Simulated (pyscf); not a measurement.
Thermochemistry of product channels of H₂S + hydroxyl (OH•) on the doublet surface, in kcal/mol, from ωB97M-D3(BJ)/def2-TZVP energies (ideal gas, 1 atm, RRHO with modes under 100 cm⁻¹ raised to 100, one conformer, R ln 2 for rigid chiral ones). Structures and frequencies: ωB97X-D3(BJ)/def2-SVP in PySCF.

```
products                  ΔE  ΔH(298 K)  ΔG(600 K)  ΔG(1200 K)
---------------------  -----  ---------  ---------  ----------
HO–S• + hydrogen (H₂)   -5.0       -5.2       -3.4           …
HO–SH + H atom (H•)    +21.6      +20.6      +23.3       +25.0
•O–SH + hydrogen (H₂)      …       -8.4       -6.9        -5.9
```

Task: Fill in the missing entries.

Result: 
- HO–S• + hydrogen (H₂), ΔG(1200 K): -2.1
- •O–SH + hydrogen (H₂), ΔE: -6.4

These are energies of the channels, which say nothing of barriers. Left out: orbital degeneracy and the spin-orbit lowering of OH.
